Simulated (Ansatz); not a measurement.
## What a trial cell of BaY relaxes into

Theory: DFT PBE, scalar-relativistic, plane waves, PAW (Ansatz 0.2.0). Cutoff 420 eV, Γ-centred k mesh, Gaussian smearing, no spin polarisation in the final step.

A relaxed cell is given with its space group left out.

```yaml
crystal:
  lattice:
    - [1.91909, -7.45126, 0.00000]
    - [1.91909, 7.45126, 0.00000]
    - [0.00000, 0.00000, 6.10769]
  atoms:
    - { symbol: Ba, position: [0.82789, 0.17211, 0.75000] }
    - { symbol: Ba, position: [0.17211, 0.82789, 0.25000] }
    - { symbol: Y, position: [0.55553, 0.44447, 0.75000] }
    - { symbol: Y, position: [0.44447, 0.55553, 0.25000] }
```

Energies over the elements count from the elements' standard structures at the same level, with no empirical corrections.

Task: What space group does it have?

Result: Cmcm (No. 63). Conventional cell: a = 3.838 Å, b = 14.903 Å, c = 6.108 Å. Ba is coordinated by 2 Ba at 3.84 Å, 7 Y at 3.90–4.06 Å and 4 Ba at 4.29 Å; around Y lie 2 Y at 3.47 Å, 2 Y at 3.84 Å and 7 Ba at 3.90–4.06 Å.

Task: How far does it lie from the elements in energy?

Result: 0.27 eV/atom.

Task: Is it a metal?

Result: Yes, bands cross the Fermi level on the 12×12×8 mesh.

The final run used a 12×12×8 mesh on its 4-atom cell and 0.10 eV smearing. For metals, differences of a few meV/atom aren't resolved. The cell came from a trial start, so BaY may not exist in this structure.